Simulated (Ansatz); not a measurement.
## Ge–NH$_{2}$, doublet in cc-pVDZ: errors against UCCSDT(Q)

Geometry: a PBE0/def2-TZVP stationary point for this spin, not checked as a minimum.

```yaml
atoms:
  - { symbol: Ge, position_ang: [0.0000, 0.0000, 0.3411] }
  - { symbol: N, position_ang: [0.0000, 0.0000, -1.4753] }
  - { symbol: H, position_ang: [0.0000, 0.8361, -2.0406] }
  - { symbol: H, position_ang: [0.0000, -0.8361, -2.0406] }
```

Basis cc-pVDZ; Ansatz 0.2.0. Correlated methods freeze the noble-gas cores and the filled d shells of p-block atoms, which leaves 11 electrons in 36 orbitals. R marks a restricted (for open shells ROHF) determinant, U an unrestricted one. Active spaces: valence = (11e, 10o) chosen from the atoms' valence shells. No spin–orbit coupling is included, and no scalar relativity.

Full CI isn't at hand for all of this; UCCSDT(Q) serves as the reference, and is uncertain by about the last step of the cluster series. The frozen core follows each run's orbitals, which can shift R against U totals by a few meV for light atoms and by up to 0.1 eV past Ca.

- UHF ⟨S²⟩: 0.766
- T1 diagnostic (RCCSD): 0.0238
- largest doubles amplitude (RCCSD): 0.073
- T1 diagnostic (UCCSD): 0.0212

| level | E − E(RHF) (eV) |
| --- | --- |
| UHF | -0.1044 |
| UMP2 | -6.5258 |
| UCCSD | -7.1472 |
| UCCSD(T) | -7.3578 |

**Question.** Estimate how far UCCSDT(Q) in cc-pVDZ lies from UCCSD(T). The table doesn't fix it; the size of (T) and the diagnostics are the guide.

**Answer.** UCCSDT(Q) in cc-pVDZ lies 0.93 kcal/mol below UCCSD(T), which is 19 % of the (T) step (-4.86 kcal/mol). The diagnostics are small and one determinant leads, so the series closes fast and only a small part of (T) is left.

The other levels:

```
 level  E − E(UCCSDT(Q)) (kcal/mol)  share of correlation (%)  wall time
UCCSDT                         0.49                     99.71          –
```

The correlation energy at UCCSDT(Q), counted from RHF, is -7.398 eV. That run took 15 s on 1 thread of Arm Neoverse V2, shared host.

Run but not shown, since their state or frozen core can't be matched to the reference's or they repeat it: RHF, RMP2, RCCSD, RCCSD(T), BCCD(T), RCCSDT, RCCSDT(Q), CASSCF (valence space), NEVPT2 (valence space), NEVPT4(SD) (valence space), MRCISD (valence space), MRCISD+Q (valence space).

Times hold each run's SCF and search for its determinant on a shared host, so for small cases they say little of a method's own cost; they ran on 1 thread of Arm Neoverse V2.

Natural occupations of CASSCF (valence space) about the gap: 1.983 1.976 1.973 1.965 1.000 0.034 0.026 0.023 0.021; effectively unpaired electrons, Σ n²(2−n)², 1.02.

Atomization energy (electronic, same basis, no zero-point term; atoms at the same level, unrestricted beside the R rows where the molecule is a closed shell, but restricted open-shell past Ca, as are all atoms' steps beyond CCSDT(Q)) at UCCSDT(Q): 998.7 kJ/mol. Errors of other levels:

```json
{"level": "UHF", "error (kJ/mol)": "-315.4"}
{"level": "UMP2", "error (kJ/mol)": "5.3"}
{"level": "UCCSD", "error (kJ/mol)": "-19.3"}
{"level": "UCCSD(T)", "error (kJ/mol)": "-2.7"}
{"level": "UCCSDT", "error (kJ/mol)": "-1.9"}
```

This basis is far from its limit, so the value isn't to be set against a measured one.
